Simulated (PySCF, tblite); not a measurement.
# PH₂−: changes of charge

What do calculations give for the changes of charge of PH₂− (`[PH2-]`)?

Computed with tblite 0.8.0 and PySCF 2.14.0 and routines of our own; the level stands in each step. Atoms count from 0.

## 1. The starting structure

3 atoms, charge -1, multiplicity 1; geometry from: start built from the parent or by distance geometry.

## 2. Geometry optimisation with GFN2-xTB

Job settings and geometry (Å):

```
{"job": {"kind": "relax", "xc": "GFN2-xTB", "basis": "xTB"}, "charge": -1, "multiplicity": 1}
P      0.010300     0.543100    -0.005300
H     -1.144300    -0.268100    -0.023000
H      1.157000    -0.280000     0.003200
```

Started as:

```console
OMP_NUM_THREADS=1 python redox_run.py task.json out
```

One launch serves the whole session: the jobs run in the order shown.

The program printed:

```text
step      E/eV     max force
  0    -100.43380    1.461
  1    -100.49260    1.316
  2    -100.67078    2.030
  3    -100.73398    0.482
  4    -100.74235    0.215
  5    -100.74405    0.005
```

Wall time 0.01 s (1 thread of Arm Neoverse V1, shared host).

Step by step:

```
step  energy from step 0 (eV)  largest force (eV/Å)
   0                   0.0000                1.4606
   1                  -0.0588                1.3162
   2                  -0.2370                2.0301
   3                  -0.3002                0.4820
   4                  -0.3085                0.2150
   5                  -0.3102                0.0051
```

Distances of close pairs at the start and the end, largest changes first:

| bond | before (Å) | after (Å) | change (Å) |
| --- | --- | --- | --- |
| P0–H2 | 1.412 | 1.344 | -0.067 |
| P0–H1 | 1.411 | 1.344 | -0.067 |

The next job starts from the end point, and lists it.

## 3. Harmonic vibrations with GFN2-xTB

Job settings and geometry (Å):

```
{"job": {"kind": "ir", "xc": "GFN2-xTB", "basis": "xTB"}, "charge": -1, "multiplicity": 1}
P      0.010856     0.626205    -0.004809
H     -0.952931    -0.310679    -0.021069
H      0.965037    -0.320601     0.000771
```

The program printed:

```text
mode    cm-1     km/mol
  1    1218.1     11.28
  2    2431.7    442.11
  3    2637.0    230.45
ZPE 37.604  H(298)-E 47.561  G(298)-E -13.664 kJ/mol  S 205.35 J/(mol K)
```

It took 0.05 s on 1 thread of Arm Neoverse V1, shared host.

Which atoms move in the most intense modes:

```csv
cm⁻¹,km/mol,atoms
1218,11.3,"H1 48 %, H2 48 %"
2432,442.1,"H2 49 %, H1 49 %"
2637,230.4,"H1 48 %, H2 48 %"
```

## 4. Optimising the geometry at PBE0-D3(BJ)/ma-def2-SVP

Job settings and geometry (Å):

```
{"job": {"xc": "PBE0", "basis": "ma-def2-SVP", "d3": "d3bj", "grid": 1, "kind": "geom"}, "charge": -1, "multiplicity": 1}
P      0.010856     0.626205    -0.004809
H     -0.952931    -0.310679    -0.021069
H      0.965037    -0.320601     0.000771
```

The program printed:

```text
step   0  E = -342.29882939  max force = 0.062365
step   1  E = -342.30683290  max force = 0.007959
step   2  E = -342.30698276  max force = 0.001978
step   3  E = -342.30699171  max force = 0.000070
optimisation converged
```

It took 0.92 s on 1 thread of Arm Neoverse V1, shared host.

The steps of the relaxation:

```
step  energy from step 0 (eV)  largest force component (eV/Å)
   0                   0.0000                          3.2069
   1                  -0.2178                          0.4093
   2                  -0.2219                          0.1017
   3                  -0.2221                          0.0036
```

Distances of close pairs at the start and the end, largest changes first:

| bond | before (Å) | after (Å) | change (Å) |
| --- | --- | --- | --- |
| P0–H1 | 1.344 | 1.443 | +0.099 |
| P0–H2 | 1.344 | 1.443 | +0.099 |

The end geometry stands in the next job.

| at the end point | value |
| --- | --- |
| point group (found at 0.08 Å tolerance) | C2v |
| rotational constants (GHz, main isotopes) | 265.8, 232.8, 124.1 |

## 5. Harmonic vibrations (PH₂−): PBE0-D3(BJ)/ma-def2-SVP

Job settings and geometry (Å):

```
{"job": {"xc": "PBE0", "basis": "ma-def2-SVP", "d3": "d3bj", "grid": 2, "kind": "hessian"}, "charge": -1, "multiplicity": 1}
P      0.011311     0.662982    -0.005832
H     -1.031417    -0.334065    -0.022965
H      1.043920    -0.344663    -0.000207
```

The program printed:

```text
coarse grid: 2864 points
cycle   1  E = -342.2226574082  dE = -1.821e-01  |g| = 2.905e-01  |ddm| = 1.388e+00
cycle   2  E = -342.2171487173  dE =  5.509e-03  |g| = 3.578e-01  |ddm| = 1.311e+00
cycle   3  E = -342.2704433500  dE = -5.329e-02  |g| = 1.311e-02  |ddm| = 6.227e-01
cycle   4  E = -342.2705060489  dE = -6.270e-05  |g| = 3.012e-03  |ddm| = 2.190e-02
cycle   5  E = -342.2705093659  dE = -3.317e-06  |g| = 8.957e-04  |ddm| = 5.618e-03
final grid: 22672 points
cycle   6  E = -342.3069821437  dE = -2.547e-06  |g| = 2.342e-03  |ddm| = 1.319e-02
cycle   7  E = -342.3069819292  dE =  2.145e-07  |g| = 2.496e-03  |ddm| = 7.964e-03
cycle   8  E = -342.3069843523  dE = -2.423e-06  |g| = 9.202e-05  |ddm| = 4.239e-03
cycle   9  E = -342.3069843559  dE = -3.528e-09  |g| = 1.804e-05  |ddm| = 1.630e-04
cycle  10  E = -342.3069843560  dE = -1.408e-10  |g| = 9.899e-07  |ddm| = 3.539e-05
cycle  11  E = -342.3069843560  dE =  5.684e-14  |g| = 8.281e-08  |ddm| = 2.932e-06
converged SCF energy = -342.3069843560

mode    cm-1
  1    1068.3
  2    2300.2
  3    2311.6
ZPE 33.974  H(298)-E 43.965  G(298)-E -17.826 kJ/mol  S 207.25 J/(mol K)
```

Wall time 1.8 s (1 thread of Arm Neoverse V1, shared host).

Zero-point energy 33.97 kJ/mol (xTB gave 37.60).

## 6. Single point (PH₂−): PBE0-D3(BJ)/ma-def2-TZVP

Geometry: PBE0-D3(BJ)/ma-def2-SVP.

Job settings and geometry (Å):

```
{"job": {"kind": "sp", "xc": "PBE0", "basis": "ma-def2-TZVP", "d3": "d3bj", "grid": 2}, "charge": -1, "multiplicity": 1}
P      0.011311     0.662982    -0.005832
H     -1.031417    -0.334065    -0.022965
H      1.043920    -0.344663    -0.000207
```

The program printed:

```text
coarse grid: 2864 points
cycle   1  E = -342.3715734529  dE = -1.777e-01  |g| = 3.019e-01  |ddm| = 1.087e+00
cycle   2  E = -342.3491172986  dE =  2.246e-02  |g| = 4.290e-01  |ddm| = 1.241e+00
cycle   3  E = -342.4235819761  dE = -7.446e-02  |g| = 2.488e-02  |ddm| = 6.554e-01
cycle   4  E = -342.4236956889  dE = -1.137e-04  |g| = 4.317e-03  |ddm| = 2.310e-02
cycle   5  E = -342.4237004323  dE = -4.743e-06  |g| = 1.675e-03  |ddm| = 6.763e-03
final grid: 22672 points
cycle   6  E = -342.4235674701  dE = -3.575e-06  |g| = 4.442e-03  |ddm| = 1.293e-02
cycle   7  E = -342.4235660173  dE =  1.453e-06  |g| = 4.779e-03  |ddm| = 1.048e-02
cycle   8  E = -342.4235727276  dE = -6.710e-06  |g| = 2.623e-04  |ddm| = 6.095e-03
cycle   9  E = -342.4235727551  dE = -2.751e-08  |g| = 3.361e-05  |ddm| = 3.451e-04
cycle  10  E = -342.4235727555  dE = -3.733e-10  |g| = 9.765e-06  |ddm| = 3.749e-05
converged SCF energy = -342.4235727555
```

Wall time 0.31 s (1 thread of Arm Neoverse V1, shared host).

## 7. Single point (PH₂ radical): PBE0-D3(BJ)/ma-def2-TZVP

Geometry: PBE0-D3(BJ)/ma-def2-SVP, that of another charge or spin state.

Job settings and geometry (Å):

```
{"job": {"kind": "sp", "xc": "PBE0", "basis": "ma-def2-TZVP", "d3": "d3bj", "grid": 2}, "charge": 0, "multiplicity": 2}
P      0.011311     0.662982    -0.005832
H     -1.031417    -0.334065    -0.022965
H      1.043920    -0.344663    -0.000207
```

The program printed:

```text
final grid: 22672 points
cycle   1  E = -342.3672600145  dE = -2.737e-02  |g| = 1.594e-01  |ddm| = 5.028e-01
cycle   2  E = -342.3737200859  dE = -6.460e-03  |g| = 1.269e-01  |ddm| = 3.633e-01
cycle   3  E = -342.3813656393  dE = -7.646e-03  |g| = 6.255e-03  |ddm| = 1.461e-01
cycle   4  E = -342.3813964515  dE = -3.081e-05  |g| = 2.203e-03  |ddm| = 7.894e-03
cycle   5  E = -342.3814010653  dE = -4.614e-06  |g| = 6.655e-04  |ddm| = 3.034e-03
cycle   6  E = -342.3814015749  dE = -5.096e-07  |g| = 1.105e-04  |ddm| = 1.223e-03
cycle   7  E = -342.3814015921  dE = -1.719e-08  |g| = 2.313e-05  |ddm| = 2.165e-04
cycle   8  E = -342.3814015931  dE = -1.053e-09  |g| = 5.221e-06  |ddm| = 5.103e-05
converged SCF energy = -342.3814015931
```

Run time: 0.49 s. Hardware: 1 thread of Arm Neoverse V1, shared host.

## 8. Optimising the geometry with GFN2-xTB

This step treats PH₂ radical, labelled `[PH2]` (the label fixes atoms and charge, not where charge and spin sit).

Job settings and geometry (Å):

```
{"job": {"kind": "relax", "xc": "GFN2-xTB", "basis": "xTB"}, "charge": 0, "multiplicity": 2}
P      0.027600     0.656900    -0.011100
H     -1.042100    -0.325400    -0.046000
H      1.061400    -0.352300     0.003000
```

The program printed:

```text
step      E/eV     max force
  0     -94.50411    1.059
  1     -94.53548    0.628
  2     -94.55262    0.312
  3     -94.55442    0.174
  4     -94.55770    0.157
  5     -94.55984    0.098
  6     -94.56032    0.038
  7     -94.56035    0.004
```

Run time: 0.02 s. Hardware: 1 thread of Arm Neoverse V1, shared host.

Step by step:

```csv
step,energy from step 0 (eV),largest force (eV/Å)
0,0.0000,1.0585
1,-0.0314,0.6276
2,-0.0485,0.3118
3,-0.0503,0.1740
4,-0.0536,0.1565
5,-0.0557,0.0981
6,-0.0562,0.0383
7,-0.0562,0.0041
```

Distances of close pairs at the start and the end, largest changes first:

```csv
bond,before (Å),after (Å),change (Å)
P0–H1,1.453,1.392,-0.061
P0–H2,1.445,1.392,-0.053
```

The next job starts from the end point, and lists it.

## 9. Vibrational analysis with GFN2-xTB

Job settings and geometry (Å):

```
{"job": {"kind": "ir", "xc": "GFN2-xTB", "basis": "xTB"}, "charge": 0, "multiplicity": 2}
P      0.024533     0.641330    -0.011340
H     -0.984627    -0.317136    -0.044551
H      1.006870    -0.345016     0.001781
```

The program printed:

```text
mode    cm-1     km/mol
  1    1155.0      3.44
  2    2282.1    106.76
  3    2360.8    144.76
ZPE 34.679  H(298)-E 44.648  G(298)-E -18.569 kJ/mol  S 212.03 J/(mol K)
```

Wall time 0.06 s (1 thread of Arm Neoverse V1, shared host).

The strongest bands and the atoms that carry them (share of the mass-weighted mode):

```
cm⁻¹  km/mol             atoms
1155     3.4  H2 48 %, H1 48 %
2282   106.8  H1 49 %, H2 48 %
2361   144.8  H2 49 %, H1 48 %
```

## 10. Relaxing the molecule at PBE0-D3(BJ)/ma-def2-SVP

This step treats PH2 radical, labelled `[PH2]` (the label fixes atoms and charge, not where charge and spin sit).

Job settings and geometry (Å):

```
{"job": {"xc": "PBE0", "basis": "ma-def2-SVP", "d3": "d3bj", "grid": 1, "kind": "geom"}, "charge": 0, "multiplicity": 2}
P      0.024533     0.641330    -0.011340
H     -0.984627    -0.317136    -0.044551
H      1.006870    -0.345016     0.001781
```

The program printed:

```text
step   0  E = -342.26367223  max force = 0.023777
step   1  E = -342.26495505  max force = 0.004594
step   2  E = -342.26500901  max force = 0.000462
step   3  E = -342.26500949  max force = 0.000008
optimisation converged
```

Run time: 1 s. Hardware: 1 thread of Arm Neoverse V1, shared host.

The steps of the relaxation:

```
step  energy from step 0 (eV)  largest force component (eV/Å)
   0                   0.0000                          1.2227
   1                  -0.0349                          0.2362
   2                  -0.0364                          0.0238
   3                  -0.0364                          0.0004
```

Close pairs (by a distance rule), those that changed most:

```
 bond  before (Å)  after (Å)  change (Å)
P0–H2       1.392      1.433      +0.041
P0–H1       1.392      1.433      +0.040
```

The final coordinates are the input of the step that follows.

```csv
at the end point,value
point group (found at 0.08 Å tolerance),C2v
"rotational constants (GHz, main isotopes)","268.4, 237.1, 125.9"
dipole moment (D),0.92
⟨S²⟩,0.755
```

## 11. Harmonic vibrations (PH₂ radical, [PH2]): PBE0-D3(BJ)/ma-def2-SVP

Job settings and geometry (Å):

```
{"job": {"xc": "PBE0", "basis": "ma-def2-SVP", "d3": "d3bj", "grid": 2, "kind": "hessian"}, "charge": 0, "multiplicity": 2}
P      0.024506     0.657512    -0.011675
H     -1.016885    -0.325825    -0.044250
H      1.039151    -0.353839    -0.000151
```

The program printed:

```text
coarse grid: 2864 points
cycle   1  E = -342.2256356571  dE = -1.777e-01  |g| = 4.891e-02  |ddm| = 9.946e-01
cycle   2  E = -342.2280446727  dE = -2.409e-03  |g| = 1.475e-02  |ddm| = 1.183e-01
cycle   3  E = -342.2282390187  dE = -1.943e-04  |g| = 6.789e-03  |ddm| = 3.140e-02
cycle   4  E = -342.2282825881  dE = -4.357e-05  |g| = 1.579e-03  |ddm| = 1.326e-02
cycle   5  E = -342.2282849702  dE = -2.382e-06  |g| = 4.977e-04  |ddm| = 3.574e-03
final grid: 22672 points
cycle   6  E = -342.2650037369  dE = -3.163e-06  |g| = 8.136e-04  |ddm| = 8.104e-03
cycle   7  E = -342.2650040334  dE = -2.966e-07  |g| = 5.627e-04  |ddm| = 2.323e-03
cycle   8  E = -342.2650042574  dE = -2.240e-07  |g| = 5.859e-05  |ddm| = 1.028e-03
cycle   9  E = -342.2650042639  dE = -6.482e-09  |g| = 2.630e-05  |ddm| = 1.631e-04
cycle  10  E = -342.2650042652  dE = -1.239e-09  |g| = 5.032e-06  |ddm| = 7.871e-05
cycle  11  E = -342.2650042652  dE = -5.861e-11  |g| = 5.232e-07  |ddm| = 2.206e-05
converged SCF energy = -342.2650042652

mode    cm-1
  1    1106.7
  2    2389.7
  3    2406.8
ZPE 35.310  H(298)-E 45.290  G(298)-E -18.154 kJ/mol  S 212.79 J/(mol K)
```

Wall time 3.1 s (1 thread of Arm Neoverse V1, shared host).

Zero-point energy 35.31 kJ/mol (xTB gave 34.68).

## 12. Single point (PH₂−): PBE0-D3(BJ)/ma-def2-TZVP

Geometry: PBE0-D3(BJ)/ma-def2-SVP, that of another charge or spin state.

Job settings and geometry (Å):

```
{"job": {"kind": "sp", "xc": "PBE0", "basis": "ma-def2-TZVP", "d3": "d3bj", "grid": 2}, "charge": -1, "multiplicity": 1}
P      0.024506     0.657512    -0.011675
H     -1.016885    -0.325825    -0.044250
H      1.039151    -0.353839    -0.000151
```

The program printed:

```text
coarse grid: 2864 points
cycle   1  E = -342.3714277157  dE = -1.702e-01  |g| = 3.026e-01  |ddm| = 1.090e+00
cycle   2  E = -342.3492956011  dE =  2.213e-02  |g| = 4.293e-01  |ddm| = 1.244e+00
cycle   3  E = -342.4236840522  dE = -7.439e-02  |g| = 2.479e-02  |ddm| = 6.559e-01
cycle   4  E = -342.4237971162  dE = -1.131e-04  |g| = 4.367e-03  |ddm| = 2.297e-02
cycle   5  E = -342.4238019587  dE = -4.842e-06  |g| = 1.701e-03  |ddm| = 6.800e-03
final grid: 22672 points
cycle   6  E = -342.4236296530  dE = -3.579e-06  |g| = 4.437e-03  |ddm| = 1.294e-02
cycle   7  E = -342.4236282894  dE =  1.364e-06  |g| = 4.741e-03  |ddm| = 1.039e-02
cycle   8  E = -342.4236348620  dE = -6.573e-06  |g| = 2.624e-04  |ddm| = 6.042e-03
cycle   9  E = -342.4236348895  dE = -2.747e-08  |g| = 3.380e-05  |ddm| = 3.468e-04
cycle  10  E = -342.4236348898  dE = -3.759e-10  |g| = 9.550e-06  |ddm| = 3.746e-05
converged SCF energy = -342.4236348898
```

It took 0.28 s on 1 thread of Arm Neoverse V1, shared host.

## 13. Single point (PH2 radical, [PH2]): PBE0-D3(BJ)/ma-def2-TZVP

Geometry: PBE0-D3(BJ)/ma-def2-SVP.

Job settings and geometry (Å):

```
{"job": {"kind": "sp", "xc": "PBE0", "basis": "ma-def2-TZVP", "d3": "d3bj", "grid": 2}, "charge": 0, "multiplicity": 2}
P      0.024506     0.657512    -0.011675
H     -1.016885    -0.325825    -0.044250
H      1.039151    -0.353839    -0.000151
```

The program printed:

```text
final grid: 22672 points
cycle   1  E = -342.3677903948  dE = -2.758e-02  |g| = 1.581e-01  |ddm| = 5.016e-01
cycle   2  E = -342.3742688438  dE = -6.478e-03  |g| = 1.249e-01  |ddm| = 3.593e-01
cycle   3  E = -342.3815806393  dE = -7.312e-03  |g| = 6.181e-03  |ddm| = 1.433e-01
cycle   4  E = -342.3816107368  dE = -3.010e-05  |g| = 2.174e-03  |ddm| = 7.806e-03
cycle   5  E = -342.3816152270  dE = -4.490e-06  |g| = 6.631e-04  |ddm| = 3.004e-03
cycle   6  E = -342.3816157262  dE = -4.992e-07  |g| = 1.079e-04  |ddm| = 1.211e-03
cycle   7  E = -342.3816157423  dE = -1.609e-08  |g| = 2.185e-05  |ddm| = 2.107e-04
cycle   8  E = -342.3816157432  dE = -9.152e-10  |g| = 4.811e-06  |ddm| = 4.694e-05
converged SCF energy = -342.3816157432
```

Run time: 0.48 s. Hardware: 1 thread of Arm Neoverse V1, shared host.

## 14. Changes of charge: PBE0-D3(BJ)/ma-def2-TZVP

This step combines the energies above: geometries from PBE0-D3(BJ)/ma-def2-SVP, zero-point and thermal terms from PBE0-D3(BJ)/ma-def2-SVP.

Job settings and geometry (Å):

```
{"job": {"kind": "rx", "dirs": [1], "geom": {"xc": "PBE0", "basis": "ma-def2-SVP", "d3": "d3bj", "grid": 1}, "hess": 1, "level": {"xc": "PBE0", "basis": "ma-def2-TZVP", "d3": "d3bj"}}, "charge": -1, "multiplicity": 1}
P      0.011311     0.662982    -0.005832
H     -1.031417    -0.334065    -0.022965
H      1.043920    -0.344663    -0.000207
```

Output (the driver's rows laid out field by field):

```text
ionisation and electron attachment, PBE0-D3(BJ)/ma-def2-TZVP // PBE0-D3(BJ)/ma-def2-SVP

row 1
  change                  oxidation
  charge                  0
  multiplicity            2
  vertical_ev             1.1475
  vertical_s2             0.757
  formula                 H2P
  smiles                  [PH2]
  kept                    yes
  pieces                  1
  point_group             C2v
  adiabatic_electronic_ev 1.1417
  adiabatic_ev            1.1555
  free_energy_ev          1.1383
  s2                      0.757
  bonds_moved             0 2 1.443 1.433; 0 1 1.443 1.433
  spin_on                 0 P 1.047
  charge_moved            0 P 0.883
  vertical_back_ev        1.1434
  relaxation_parent_ev    -0.0017
  relaxation_ion_ev       0.0058
  reorganisation_ev       0.0041
```

Run time: 8.9 s. Hardware: 1 thread of Arm Neoverse V1, shared host.

Energy taken up on oxidation, or given off on reduction (eV; adiabatic with zero-point energy):

```csv
change,product,vertical,adiabatic,free energy,reorganisation,⟨S²⟩
oxidation (multiplicity 2),[PH2],1.15,1.16,1.14,0.00,0.76
```

On oxidation to multiplicity 2 charge changes most on P0 (+0.88 e); the spin sits on P0 (1.05); the bond P0–H2 goes from 1.443 to 1.433 Å.

## 15. Single point (PH₂−): wavefunction

Geometry: PBE0-D3(BJ)/ma-def2-SVP.

Job settings and geometry (Å):

```
{"job": {"kind": "sp", "xc": "CCSD(T)", "basis": "aug-cc-pVTZ", "grid": 2}, "charge": -1, "multiplicity": 1}
P      0.011311     0.662982    -0.005832
H     -1.031417    -0.334065    -0.022965
H      1.043920    -0.344663    -0.000207
```

Method: wavefunction single point, frozen core, gas phase.

The program printed:

```text
final grid: 22672 points
cycle   1  E = -341.8571173483  dE = -3.043e-01  |g| = 2.314e-01  |ddm| = 2.321e+00
cycle   2  E = -341.8853544049  dE = -2.824e-02  |g| = 1.084e-01  |ddm| = 7.575e-01
cycle   3  E = -341.8889119729  dE = -3.558e-03  |g| = 2.144e-02  |ddm| = 2.028e-01
cycle   4  E = -341.8893744395  dE = -4.625e-04  |g| = 6.644e-03  |ddm| = 8.869e-02
cycle   5  E = -341.8894351782  dE = -6.074e-05  |g| = 1.544e-03  |ddm| = 2.975e-02
cycle   6  E = -341.8894391830  dE = -4.005e-06  |g| = 3.275e-04  |ddm| = 8.644e-03
cycle   7  E = -341.8894393848  dE = -2.018e-07  |g| = 9.674e-05  |ddm| = 2.099e-03
cycle   8  E = -341.8894394002  dE = -1.548e-08  |g| = 2.648e-05  |ddm| = 5.576e-04
cycle   9  E = -341.8894394012  dE = -9.971e-10  |g| = 4.499e-06  |ddm| = 1.650e-04
converged SCF energy = -341.8894394012
E(HF, exact integrals) = -341.8892768827
E(MP2) = -342.0711589224
E(CCSD) = -342.0939897304
E(CCSD(T)) = -342.1034506665
T1 diagnostic = 0.0133
```

Wall time 8.5 s (1 thread of Arm Neoverse V1, shared host); peak memory 0.67 GiB.

## 16. Single point (PH₂ radical): wavefunction

Geometry: PBE0-D3(BJ)/ma-def2-SVP, that of another charge or spin state.

Job settings and geometry (Å):

```
{"job": {"kind": "sp", "xc": "CCSD(T)", "basis": "aug-cc-pVTZ", "grid": 2}, "charge": 0, "multiplicity": 2}
P      0.011311     0.662982    -0.005832
H     -1.031417    -0.334065    -0.022965
H      1.043920    -0.344663    -0.000207
```

Method: wavefunction single point, frozen core, gas phase.

The program printed:

```text
final grid: 22672 points
cycle   1  E = -341.8824252782  dE = -3.923e-02  |g| = 6.909e-02  |ddm| = 5.429e-01
cycle   2  E = -341.8859775889  dE = -3.552e-03  |g| = 2.257e-02  |ddm| = 1.793e-01
cycle   3  E = -341.8865780076  dE = -6.004e-04  |g| = 1.089e-02  |ddm| = 5.094e-02
cycle   4  E = -341.8868267644  dE = -2.488e-04  |g| = 2.554e-03  |ddm| = 4.940e-02
cycle   5  E = -341.8868409949  dE = -1.423e-05  |g| = 7.847e-04  |ddm| = 1.201e-02
cycle   6  E = -341.8868424151  dE = -1.420e-06  |g| = 2.174e-04  |ddm| = 3.404e-03
cycle   7  E = -341.8868425324  dE = -1.172e-07  |g| = 5.456e-05  |ddm| = 9.662e-04
cycle   8  E = -341.8868425398  dE = -7.446e-09  |g| = 2.623e-05  |ddm| = 2.836e-04
converged SCF energy = -341.8868425398
E(HF, exact integrals) = -341.8868442544
E(MP2) = -342.0268544189
E(CCSD) = -342.0536449110
E(CCSD(T)) = -342.0596317675
T1 diagnostic = 0.0228
```

Wall time 33 s (1 thread of Arm Neoverse V1, shared host); peak memory 3.4 GiB.

## 17. Single point (PH₂−): wavefunction

Geometry: PBE0-D3(BJ)/ma-def2-SVP, that of another charge or spin state.

Job settings and geometry (Å):

```
{"job": {"kind": "sp", "xc": "CCSD(T)", "basis": "aug-cc-pVTZ", "grid": 2}, "charge": -1, "multiplicity": 1}
P      0.024506     0.657512    -0.011675
H     -1.016885    -0.325825    -0.044250
H      1.039151    -0.353839    -0.000151
```

Method: wavefunction single point, frozen core, gas phase.

The program printed:

```text
final grid: 22672 points
cycle   1  E = -341.8572193534  dE = -2.932e-01  |g| = 2.315e-01  |ddm| = 2.332e+00
cycle   2  E = -341.8855265008  dE = -2.831e-02  |g| = 1.083e-01  |ddm| = 7.602e-01
cycle   3  E = -341.8890618033  dE = -3.535e-03  |g| = 2.158e-02  |ddm| = 2.030e-01
cycle   4  E = -341.8895331632  dE = -4.714e-04  |g| = 6.713e-03  |ddm| = 9.034e-02
cycle   5  E = -341.8895954600  dE = -6.230e-05  |g| = 1.558e-03  |ddm| = 3.033e-02
cycle   6  E = -341.8895995561  dE = -4.096e-06  |g| = 3.320e-04  |ddm| = 8.825e-03
cycle   7  E = -341.8895997645  dE = -2.084e-07  |g| = 9.760e-05  |ddm| = 2.142e-03
cycle   8  E = -341.8895997801  dE = -1.567e-08  |g| = 2.623e-05  |ddm| = 5.644e-04
cycle   9  E = -341.8895997811  dE = -9.626e-10  |g| = 4.476e-06  |ddm| = 1.640e-04
converged SCF energy = -341.8895997811
E(HF, exact integrals) = -341.8894353267
E(MP2) = -342.0713037429
E(CCSD) = -342.0940471770
E(CCSD(T)) = -342.1034764928
T1 diagnostic = 0.0132
```

Run time: 8.7 s. Hardware: 1 thread of Arm Neoverse V1, shared host; peak memory 0.67 GiB.

[end of part 1 of 2]
